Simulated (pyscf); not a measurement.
Four-centre exchange: `[SiH3][Cl]` + `[ClH]` → `[Cl][SiH2][Cl]` + `[H][H]`

Gas phase, singlet surface, charge 0. Bonds broken: Si1–H3, Cl6–H7. Bonds formed: Si1–Cl6, H3–H7. Single points on ωB97X-D3(BJ)/def2-SVP structures (PySCF, gas phase).

Transition state (Å):

```xyz
7

Si    -1.0601    -0.3837    -0.1432
Cl    -0.8284    -1.1503     1.8004
H      0.5780     0.0061     0.0366
H     -1.9924     0.7294     0.0855
H     -1.3121    -1.6048    -0.9214
Cl    -0.4346     0.7027    -2.2294
H      0.4448     0.3332    -0.8036
```

One imaginary mode, 870i cm⁻¹; descent along it reached the two sides named.

| bond | change | reactant side (Å) | saddle | product side |
|---|---|---|---|---|
| Si1–H3 | breaks | 1.486 | 1.693 | 3.7 |
| Cl6–H7 | breaks | 1.284 | 1.715 | 3.8 |
| Si1–Cl6 | forms | 3.4 | 2.434 | 2.053 |
| H3–H7 | forms | 2.9 | 0.911 | 0.760 |

Electronic energies relative to the separated reactants (kJ/mol):

```csv
level,barrier,reaction energy,reverse barrier
ωB97X-D3(BJ)/def2-TZVP,132.5,-86.6,219.2
PBE/def2-TZVP,107.3,-77.5,184.8
r²SCAN/def2-TZVP,115.4,-84.6,200.0
B3LYP-D3(BJ)/def2-TZVP,130.4,-79.4,209.9
PBE0-D3(BJ)/def2-TZVP,117.1,-78.9,196.0
M06-2X/def2-TZVP,132.1,-86.4,218.5
ωB97M-D3(BJ)/def2-TZVP,136.7,-78.0,214.7
HF/def2-TZVP,212.6,-63.7,276.2
```

With ωB97M-D3(BJ)/def2-TZVP energies and thermal terms (ideal gas, 1 atm, RRHO with modes under 100 cm⁻¹ raised to 100, one conformer, R ln 2 for chiral ones without a mode under 150 cm⁻¹), in kJ/mol:

| T (K) | ΔH‡ | ΔG‡ | ΔH | ΔG |
|---|---|---|---|---|
| 298 | 135.9 | 174.9 | -82.9 | -76.8 |
| 600 | 135.6 | 214.5 | -79.8 | -72.0 |
| 900 | 136.8 | 253.8 | -77.7 | -68.6 |
| 1200 | 138.3 | 292.6 | -76.7 | -65.7 |

One saddle was located; it need not be the lowest between these sides.
